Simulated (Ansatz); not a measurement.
Species: tetrachlorosilane, SiCl$_{4}$ (charge 0, singlet). 
Structure (B3LYP-D3(BJ)/def2-TZVP (Ansatz, an electronic-structure program) minimum search):
```
Si
Cl 1 2.0325
Cl 1 2.0325 2 109.47
Cl 1 2.0325 2 109.47 3 120.00
Cl 1 2.0325 2 109.47 3 -120.00
```

Computed values are from Ansatz. Valence correlation only, unless marked. UHF or UKS for open shells. Spin-orbit coupling is left out. Non-relativistic. CBS(X,Y): correlation extrapolated as X^-3; Hartree-Fock from the larger set. [CCSD(T)-MP2]/basis is that difference in the basis named.

The atomisation energy De is 387.5 kcal/mol at RI-MP2/CBS(cc-pV(T+d)Z,cc-pV(Q+d)Z)+[CCSD(T)-MP2]/cc-pV(T+d)Z, the total energy is -2128.3849 Eh at RI-MP2/CBS(cc-pV(T+d)Z,cc-pV(Q+d)Z)+[CCSD(T)-MP2]/cc-pV(T+d)Z and the dipole moment is 0.00 D at CCSD(T)/aug-cc-pV(D+d)Z. The T1 diagnostic is 0.009 at CCSD/cc-pwCVTZ. The measured enthalpy of formation, 298 K is -158.4 kcal/mol (G2/97 table in ASE (Curtiss et al.); older table, unchecked) and the measured dipole moment is 0.00 D (NIST CCCBDB, as tabulated in the package chemicals; older table, unchecked).
